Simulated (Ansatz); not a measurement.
Molecule: O2, charge 0, multiplicity 3. 
Coordinates optimised at B3LYP-D3(BJ)/def2-TZVP (Ansatz, a program for electronic structure):
SMILES: O=O
```xyz
2

O      0.0000     0.0000    -0.6021
O      0.0000     0.0000     0.6021
```
Charge 0, spin multiplicity 3.

Basis-set convergence of Hartree-Fock and CCSD(T) correlation energies (hartree) with Ansatz. Valence correlation only, unless marked. Open shells are spin-unrestricted. Spin-orbit coupling is left out. No relativistic terms.

| basis | functions | E(HF) | E(corr, CCSD(T)) |
|---|---|---|---|
| def2-SVP | 28 | -149.49104 | -0.35685 |
| def2-TZVPP | 62 | -149.68379 | -0.45100 |
| def2-QZVPP | 114 | -149.69042 | -0.48420 |

Extrapolating the two largest sets (X = 3 and 4) as X^-3: E(corr) = (64·(-0.48420) - 27·(-0.45100))/37 = -0.5084 Eh, an estimate of the basis-set limit. The largest set recovers 95.2 % of it, the smallest 70.2 %.
